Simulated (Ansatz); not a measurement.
A calculation with Ansatz (development build ahead of 0.2.0).

```yaml
crystal:
  periodic: [false, false, false]
  atoms:
    - { symbol: O, position_ang: [0.0, 0.0, 0.0] }
    - { symbol: H, position_ang: [0.0, 1.1938, -0.3048] }
    - { symbol: O, position_ang: [0.0, 0.0, 1.33] }
basis:
  gaussian: { orbitals: STO-3G }
magnetization:
  initial_magnetization: 1
hamiltonian:
  xc: hf
correlation:
  method: ccsd_t
  frozen_orbitals: { H: 0, O: 1 }
```

The input is written out in the form of the current development build from the run's settings. Correlation on restricted open-shell orbitals is semicanonical, with singles.

The run gave:

| Quantity | Value |
| --- | --- |
| Converged | yes |
| Reference energy | -148.15750 hartree |
| CCSD correlation energy | -0.11003 hartree |
| Triples correction | -0.00192 hartree |
| Total energy | -148.26945 hartree |
| Spin squared of the determinant | 0.750 |
